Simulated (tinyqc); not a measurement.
Inside a calculation. Method: Born-Oppenheimer dynamics on the UHF/sto-3g surface (energies and gradients from PySCF), for H2O, spin multiplicity 3. One step of it, computed by the program tinyqc.

Question. Velocity Verlet step 2. dt = 0.5 fs = 20.6707 atomic units; x' = x + v dt - g dt^2 / (2m); after the new gradient g', v' = v - (g + g') dt / (2m).

positions after step 1 (bohr), order 1O, 2H, 3H:
$$\begin{pmatrix}
0.048121 & -0.000042 & -0.014656 \\
-0.123395 & 1.395616 & 1.272414 \\
-0.053050 & -1.206227 & 1.287906
\end{pmatrix}$$

velocities after step 1 (bohr per atomic time unit), order 1O, 2H, 3H:
$$\begin{pmatrix}
0.000058209 & -0.000175305 & -0.000291092 \\
-0.000702497 & 0.004156520 & 0.003367319 \\
-0.000221317 & -0.001374295 & 0.001252520
\end{pmatrix}$$

gradient after step 1 (hartree/bohr), order 1O, 2H, 3H:
$$\begin{pmatrix}
-0.04443443 & 0.23096451 & 0.36840906 \\
0.03877937 & -0.34024849 & -0.28439235 \\
0.00565506 & 0.10928399 & -0.08401670
\end{pmatrix}$$

masses (electron masses): 1O 29156.946388, 2H 1837.152588, 3H 1837.152588

gradient after step 2 (hartree/bohr), order 1O, 2H, 3H:
$$\begin{pmatrix}
-0.03177424 & 0.19921044 & 0.24558658 \\
0.02972297 & -0.25340137 & -0.21181414 \\
0.00205127 & 0.05419093 & -0.03377244
\end{pmatrix}$$

Give: positions after step 2; velocities after step 2.

Answer.

positions after step 2 (bohr), order 1O, 2H, 3H:
$$\begin{pmatrix}
0.0496 & -0.0054 & -0.0234 \\
-0.1424 & 1.5211 & 1.3751 \\
-0.0583 & -1.2473 & 1.3236
\end{pmatrix}$$

velocities after step 2 (bohr per atomic time unit), order 1O, 2H, 3H:
$$\begin{pmatrix}
0.0000852 & -0.0003278 & -0.0005087 \\
-0.0010879 & 0.0074962 & 0.0061588 \\
-0.0002647 & -0.0022940 & 0.0019152
\end{pmatrix}$$
